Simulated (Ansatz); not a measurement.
**Mo$_{2}$N: Seebeck coefficient and carrier response**

Level of theory: DFT LDA, scalar-relativistic, plane waves, PAW (Ansatz). Plane waves to 420 eV; Γ-centred k mesh 18×18×18; Fermi-Dirac smearing of 0.15 eV. No spin polarisation.

The cell, relaxed at this level:
```
Mo N
1.0
     1.43042    0.82585    4.89425
    -1.43042    0.82585    4.89425
     0.00000   -1.65171    4.89425
Mo N
2 1
Direct
  0.24322 0.24322 0.24322
  0.75678 0.75678 0.75678
  0.00000 0.00000 0.00000
```

In a metal these results depend on the k mesh and the smearing.

Constant relaxation time and rigid bands. The levels are interpolated over the whole zone and filled by a Fermi function at the stated temperature, with the chemical potential set by the electron count. Seebeck coefficients of a few μV/K are small differences and uncertain even in sign.

**Question.** Give the Drude plasma energies, the density of states at the chemical potential and σ/τ at 300 K.

**Answer.**
```
Plasma energy xx, yy, zz                : 5.34, 5.34, 4.18 eV
Density of states (thermally broadened) : 1.66 states/eV/cell
Conductivity over τ, xx, yy, zz         : 5.8, 5.8, 3.6 ×10²⁰ (Ω·m·s)⁻¹
```

**Question.** And the Seebeck coefficient (μV/K)?

**Answer.**
```json
{"T (K)": "300", "Sxx": "-2.7", "Syy": "-2.7", "Szz": "3.6"}
{"T (K)": "600", "Sxx": "-5.6", "Syy": "-5.6", "Szz": "6.9"}
{"T (K)": "900", "Sxx": "-8.5", "Syy": "-8.5", "Szz": "9.6"}
```

Whether Mo2N exists in this form wasn't checked.